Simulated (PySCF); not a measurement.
# B3LYP/6-31G(d) (spherical functions, max memory mb 1860, preoptimised minimum) run of C3H2O (2-cyclopropen-1-one)

We compute an optimisation with harmonic vibrations of C3H2O (2-cyclopropen-1-one). 

Program for the calculation: PySCF 2.14.0.

## 1. The molecule

C3H2O: 6 atoms, total charge 0, spin state singlet. SMILES: `O=c1cc1`. The coordinates come from a PBE0-D4/def2-TZVP symmetrised relaxation. The run starts from this shape.

Bond lengths: O1–C2 1.196 Å, C2–C3 1.424 Å, C2–C4 1.424 Å, C3–C4 1.339 Å, C3–H5 1.083 Å, C4–H6 1.083 Å. Angles: O1–C2–C3 152.0°, O1–C2–C4 152.0°, C3–C2–C4 56.1°, C2–C3–C4 62.0°, C2–C4–C3 62.0°, C2–C3–H5 154.0°, C4–C3–H5 144.1°, C2–C4–H6 154.0°, C3–C4–H6 144.1°.

## 2. An optimisation with harmonic vibrations at B3LYP/6-31G(d) (spherical functions, max memory mb 1860, preoptimised minimum)

input.py

```python
# 2-cyclopropen-1-one
import numpy
from pyscf import gto, dft, symm
from pyscf.hessian import thermo
from pyscf.geomopt.geometric_solver import kernel as optimise

system = gto.M(
    atom='''
O     -0.026377    -2.528032     1.157289
C     -0.004928    -0.472331     0.216224
C      1.123561     1.421751    -1.325987
C     -1.088363     1.951864    -0.218394
H      2.583575     2.165972    -2.551024
H     -2.525602     3.390471     0.007383
''',
    unit='bohr',
    basis='6-31g*',
    verbose=3,
    spin=0,
    charge=0,
    max_memory=1860,
)

mf = dft.RKS(system, xc='b3lyp')
mf.conv_tol = 1e-10
mf.grids.level = 4
converged, mol_eq = optimise(mf, maxsteps=80)
print('converged:', converged)
print(mol_eq.tostring())

mf.reset(mol_eq)
system = mol_eq
mf.kernel()
etot = mf.e_tot
print('Final energy', etot)
hess = mf.Hessian().kernel()
modes = thermo.harmonic_analysis(system, hess)
print('frequencies (1/cm)', numpy.round(modes['freq_wavenumber'], 1))
symm.geom.TOLERANCE = 1e-3  # for the symmetry number
th = thermo.thermo(mf, modes['freq_au'], 298.15, 101325)
thermo.dump_thermo(system, th)
```

Launch:

```sh
$ OMP_NUM_THREADS=1 python input.py
```

Q: Predict the results. Wanted: total energy; dipole moment; HOMO energy; LUMO energy; HOMO–LUMO gap; lowest harmonic wavenumber; highest harmonic wavenumber; zero-point energy; ideal-gas entropy at 298.15 K.

**Answer.** As computed:

Level: B3LYP/6-31G* (spherical functions, max memory mb 1860, preoptimised minimum).

```
                                                 quantity             value
                                             total energy     -190.63831 Eh
                                            dipole moment            4.00 D
                                              HOMO energy          -6.46 eV
                                              LUMO energy          -0.99 eV
                                            HOMO–LUMO gap           5.46 eV
                               lowest harmonic wavenumber          471 cm⁻¹
                              highest harmonic wavenumber         3243 cm⁻¹
                                        zero-point energy       99.5 kJ/mol
ideal-gas entropy at 298.15 K (symmetry number 2 as used)  61.5 cal/(mol K)
```

**Reading.** At the final geometry: Bond lengths: O1–C2 1.208 Å, C2–C3 1.436 Å, C2–C4 1.436 Å, C3–C4 1.346 Å, C3–H5 1.086 Å, C4–H6 1.086 Å. Angles: O1–C2–C3 152.1°, O1–C2–C4 152.1°, C3–C2–C4 55.9°, C2–C3–C4 62.1°, C2–C4–C3 62.1°, C2–C3–H5 153.8°, C4–C3–H5 144.1°, C2–C4–H6 153.8°, C3–C4–H6 144.1°. All 12 modes are real, so the shape is a minimum at this level. Mulliken charges run from -0.40 on O1 to +0.32 on C2.
